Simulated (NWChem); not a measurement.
# Correlation energy of propane (C3H8)

SMILES: CCC
```xyz
11

C     -1.2711     0.0000    -0.2568
C      0.0000     0.0000     0.5793
C      1.2711     0.0000    -0.2568
H     -2.1740     0.0000     0.3732
H     -1.3212     0.8875    -0.9087
H     -1.3212    -0.8875    -0.9087
H      0.0000    -0.8792     1.2469
H      0.0000     0.8792     1.2469
H      2.1740     0.0000     0.3732
H      1.3212    -0.8875    -0.9087
H      1.3212     0.8875    -0.9087
```
Charge 0, spin multiplicity 1.

The numbers come from NWChem runs, not from measurements. The geometry was optimised at PBE0/def2-SVP, a minimum by its harmonic frequencies.

Basis set: cc-pVDZ. Each correlation energy counts from its own Hartree-Fock reference.

The correlated methods keep 3 core orbitals frozen. Coupled-cluster values serve here as a point of comparison, not as the truth.

Question: For the correlation energy, RI-MP2 gives -445.8 mHa and CR-CCSD(T) gives -506.1 mHa. What do CCSD+T(CCSD), CCSD(T) give?

Answer: CCSD+T(CCSD): -509.4 mHa; CCSD(T): -509.2 mHa.
